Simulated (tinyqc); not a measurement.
Worked calculation: Born-Oppenheimer dynamics on the UHF/sto-6g surface (energies and gradients from PySCF), for NH3+, spin multiplicity 2. Computed by tinyqc, a small Python program that keeps every step (integrals from PySCF). Settings: charge = 1, multiplicity = 2, basis = sto-6g, time step (fs) = 0.2, steps = 16. Command: `OMP_NUM_THREADS=1 python tinyqc.py 20546 20547 out.jsonl` (the two numbers bound the seeds that draw the settings). One thread of a shared host (Intel(R) Xeon(R) Processor @ 2.60GHz), about 4 s of CPU time with the checks.

## Velocity Verlet step 1

positions (bohr), order 1N, 2H, 3H, 4H:
```
[[0.060471, 0.020787, 0.449755],
 [1.836814, -0.011338, -0.011338],
 [-0.907069, 1.545796, 0.069920],
 [-1.009114, -1.574142, 0.018897]]
```

velocities (bohr per atomic time unit), order 1N, 2H, 3H, 4H:
```
[[0.000027110, 0.000010950, 0.000013910],
 [-0.000052890, -0.000047050, -0.000130090],
 [-0.000072890, -0.000084050, 0.000013910],
 [-0.000250890, -0.000021050, -0.000077090]]
```

gradient (hartree/bohr), order 1N, 2H, 3H, 4H:
```
[[0.05974369, 0.06753469, -0.00782779],
 [-0.10492864, 0.00126278, 0.01370069],
 [0.04340253, -0.08927994, 0.00499301],
 [0.00178242, 0.02048247, -0.01086591]]
```

masses (electron masses): [25526.042363, 1837.152588, 1837.152588, 1837.152588]

gradient after step 1 (hartree/bohr), order 1N, 2H, 3H, 4H:
```
[[0.05973370, 0.06727165, -0.00708590],
 [-0.10357069, 0.00125031, 0.01344095],
 [0.04266283, -0.08825940, 0.00472148],
 [0.00117415, 0.01973744, -0.01107653]]
```

dt = 0.2 fs = 8.2683 atomic units; x' = x + v dt - g dt^2 / (2m); after the new gradient g', v' = v - (g + g') dt / (2m).

positions after step 1 (bohr), order 1N, 2H, 3H, 4H:
```
[[0.060615, 0.020787, 0.449880],
 [1.838329, -0.011751, -0.012669],
 [-0.908479, 1.546762, 0.069942],
 [-1.011221, -1.574697, 0.018462]]
```

velocities after step 1 (bohr per atomic time unit), order 1N, 2H, 3H, 4H:
```
[[0.000007759, -0.000010883, 0.000016325],
 [0.000416295, -0.000052705, -0.000191167],
 [-0.000266563, 0.000315466, -0.000007951],
 [-0.000257544, -0.000111556, -0.000027713]]
```

## Velocity Verlet step 2

gradient after step 2 (hartree/bohr), order 1N, 2H, 3H, 4H:
```
[[0.05810783, 0.06483364, -0.00504454],
 [-0.09907590, 0.00117842, 0.01240369],
 [0.04045746, -0.08483057, 0.00391564],
 [0.00051061, 0.01881850, -0.01127479]]
```

As before.

positions after step 2 (bohr), order 1N, 2H, 3H, 4H:
```
[[0.060600, 0.020607, 0.450025],
 [1.843698, -0.012210, -0.014500],
 [-0.911477, 1.551013, 0.069788],
 [-1.013373, -1.575987, 0.018439]]
```

velocities after step 2 (bohr per atomic time unit), order 1N, 2H, 3H, 4H:
```
[[-0.000011326, -0.000032278, 0.000018290],
 [0.000872310, -0.000058170, -0.000249325],
 [-0.000453608, 0.000704970, -0.000027387],
 [-0.000261335, -0.000198319, 0.000022584]]
```

## Energy conservation

The total energy should stay constant up to terms of order dt^2; the step counts as short enough if it moves by less than 2 % of the largest kinetic energy.

Trajectory:
```
time (fs)  1N-2H (angstrom)  potential (hartree)  kinetic (hartree)  total (hartree)
0.000000           0.971301         -55.71367324         0.00010876     -55.71356447
0.200000           0.972200         -55.71399792         0.00043080     -55.71356712
0.400000           0.975223         -55.71509931         0.00152392     -55.71357539
0.600000           0.980276         -55.71684631         0.00325842     -55.71358789
0.800000           0.987204         -55.71903992         0.00543730     -55.71360261
1.000000           0.995804         -55.72144396         0.00782654     -55.71361741
1.200000           1.005832         -55.72381829         0.01018786     -55.71363043
1.400000           1.017018         -55.72594808         0.01230774     -55.71364034
1.600000           1.029080         -55.72766491         0.01401842     -55.71364649
1.800000           1.041729         -55.72885804         0.01520923     -55.71364881
2.000000           1.054686         -55.72947650         0.01582880     -55.71364769
2.200000           1.067681         -55.72952393         0.01588013     -55.71364380
2.400000           1.080465         -55.72904914         0.01541125     -55.71363789
2.600000           1.092809         -55.72813445         0.01450372     -55.71363073
2.800000           1.104506         -55.72688405         0.01326105     -55.71362300
3.000000           1.115373         -55.72541338         0.01179813     -55.71361524
3.200000           1.125252         -55.72384029         0.01023240     -55.71360788
```

The total energy moves within 8.4e-05 hartree, under 2 % of the largest kinetic energy.
